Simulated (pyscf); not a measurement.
[HO–AlH]• → [O=Al]• + hydrogen (H₂), an elimination (doublet surface; Al–H, H–O broken, H–H formed). Single points on ωB97X-D3(BJ)/def2-SVP structures (PySCF, gas phase). Energies in kJ/mol from the reactant's lowest minimum found.

AM1 to PM7: differences of heats of formation from MOPAC, which are fitted to 298 K values and so differ in kind from electronic energies by zero-point and thermal terms. Open shells are spin-unrestricted. 

In single points PM6 puts the saddle at 108.2 kJ/mol and the reaction energy at -61.1 kJ/mol. Should these be trusted to within a few kcal/mol? Compare with ωB97M-D3(BJ)/def2-TZVP.

ωB97M-D3(BJ)/def2-TZVP gives ΔE‡ = 234.3 kJ/mol and ΔE = +196.6 kJ/mol. PM6 lies 126.1 kJ/mol under it in the barrier and 257.6 kJ/mol under it in the reaction energy, so on this step it does not hold to within 12.6 kJ/mol. ωB97M-D3(BJ)/def2-TZVP has limits of its own. On the reactant side the descent ends in a point that may be a rotor saddle (no frequency run), 4.9 kJ/mol over the lowest minimum found and 241.8 kJ/mol under the saddle at ωB97X-D3(BJ)/def2-TZVP. At the saddle there is also a short Al–H contact that neither side keeps. At ωB97X-D3(BJ)/def2-TZVP the barrier from the zero used here is 246.6 kJ/mol. One saddle was located; it need not be the lowest between these sides. The term symbol of open-shell O=Al was not checked; spin-orbit terms are left out.
